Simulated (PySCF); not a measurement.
LiSi⁺, PBE0: how much the basis matters

PySCF, UKS reference; triplet, unpaired electrons σ ↑, π ↑; De to Li⁺ + Si without counterpoise correction.

```
     basis     relativity  functions  Re (Å)  ωe (cm⁻¹)  De (eV)  μ (D)
     3-21G  no relativity         22   2.848        257     0.77  -7.89
6-31G(d,p)  no relativity         32   2.804        261     0.75  -7.63
 def2-TZVP  no relativity         51   2.744        273     0.76  -7.34
```

(1) How does each smaller set differ from the one with most functions, def2-TZVP?

A positive dipole points towards Si; it is taken about the centre of mass and depends on that origin. For an ion De counts to the pair picked by the measured ionisation energies or electron affinities, which need not be the lowest pair at this level. 3-21G is very small, so such numbers show the basis as much as the molecule. The state was picked by a PBE0 search and need not be the measured ground state.

Answers

(1) 3-21G: +10.4 pm, -5.9 % in ωe, +0.01 eV in De; 6-31G(d,p): +6.0 pm, -4.4 % in ωe, -0.01 eV in De. All at PBE0; the set with most functions is neither the basis-set limit nor always the best.
